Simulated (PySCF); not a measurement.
**Sulfur: a sound run and one with changed settings**

Sound run: S [Ne] 3s2 3p4, S⁺ [Ne] 3s2 3p3. Computed with PySCF 2.14 in cc-pVTZ-DK (5s4p2d1f, 34 functions), with the spin-free X2C one-electron Hamiltonian (Gaussian nucleus). The sound run starts from symmetry-adapted Hartree-Fock orbitals and uses a fine grid where one is needed.

Changed run: radial step 0.8 in ln r (0.13 in the sound run). This setting is unsound on purpose.

```json
{"species": "S", "method": "UHF", "sound run (hartree)": "-398.59017", "changed run (hartree)": "-398.59017", "converged": "yes"}
{"species": "S", "method": "PBE0", "sound run (hartree)": "-399.06939", "changed run (hartree)": "-399.06154", "converged": "yes"}
{"species": "S", "method": "r2SCAN", "sound run (hartree)": "-399.17727", "changed run (hartree)": "-399.12009", "converged": "yes"}
{"species": "S⁺", "method": "UHF", "sound run (hartree)": "-398.25151", "changed run (hartree)": "-398.25151", "converged": "yes"}
{"species": "S⁺", "method": "PBE0", "sound run (hartree)": "-398.68783", "changed run (hartree)": "-398.67436", "converged": "yes"}
{"species": "S⁺", "method": "r2SCAN", "sound run (hartree)": "-398.79656", "changed run (hartree)": "-398.72072", "converged": "yes"}
```

Ionisation energy of S:

| method | sound run (eV) | changed run (eV) |
| --- | --- | --- |
| UHF | 9.216 | 9.216 |
| PBE0 | 10.383 | 10.536 |
| r2SCAN | 10.359 | 10.867 |

A coarse radial grid mis-integrates the density and the exchange-correlation energy, with errors of either sign; Hartree-Fock needs no grid.

For comparison, NIST gives 10.360 eV between the lowest levels.
